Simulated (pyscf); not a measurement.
This saddle point was located with ωB97X-D3(BJ)/def2-SVP in PySCF.

```xyz
7

N      1.2499    -0.6822    -0.1435
Si     0.0497    -0.4635     1.0297
Cl     0.9510     1.1201     2.9090
Cl    -1.3652     0.7272     0.1330
H      2.0805    -1.2390     0.0301
H      1.3049    -0.1278    -0.9931
H      0.2879    -0.3599     2.6222
```

Surface: singlet, charge 0. Lowest wavenumbers (cm⁻¹): 1170i, 91, 136, 247, 387.

Problem. What reaction is this the transition state of?

Solution. H₂N–SiH(Cl)–Cl ⇌ H₂N–Si:–Cl [singlet] + hydrogen chloride (HCl), a 1,1-elimination read from left to right: Cl–Si, H–Si broken and Cl–H formed. At CCSD(T)/def2-TZVPP + ΔMP2(QZVPP) it lies +69.6 kcal/mol from the left side and +16.3 kcal/mol from the right (each side as separated species at their lowest minima found). This is the saddle that the search found; another between the same sides may lie lower. The CCSD(T) − MP2 part came from Ansatz, without density fitting, on the same reference.
